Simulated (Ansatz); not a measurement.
**Predicting a hybrid from its neighbours: CF3 (trifluoromethyl radical)**

The species is CF3 (4 atoms), meant as a doublet with charge 0. SMILES: `F[C](F)F`. The shape is that of a PBE0-D4/def2-TZVP optimisation.

The vertical ionisation energy (to the singlet cation) y, in eV, basis def2-SVPD; a is the functional's share of exact exchange. Programs: Ansatz 0.2.0.

```
functional  program     a  y (eV)
  U-r2SCAN   Ansatz     0   11.13
  U-revPBE   Ansatz     0   10.68
    UB3LYP   Ansatz   0.2   11.25
     UPBE0   Ansatz  0.25   11.25
 U-r2SCAN0   Ansatz  0.25       ?
    UBHLYP   Ansatz   0.5   11.65
```

Q: Fit y = c + s·a to the known rows and predict U-r2SCAN0.

A: 
1. Means of the 5 rows: a = 0.1900, y = 11.192.
2. Σ(Δa)² = 0.172, Σ(Δa·Δy) = 0.2551, so the slope is 0.2551/0.172 = 1.4831.
3. Intercept: 11.192 − (1.4831) × 0.1900 = 10.910. The largest residual of the fit is 0.23.
4. U-r2SCAN0: 10.910 + (1.4831) × 0.25 = 11.28 eV.

The run gave 11.55 eV, so the prediction is off by -0.27 eV, about the scatter of the fit. The rows mix families of semi-local functionals, which the line can't see.
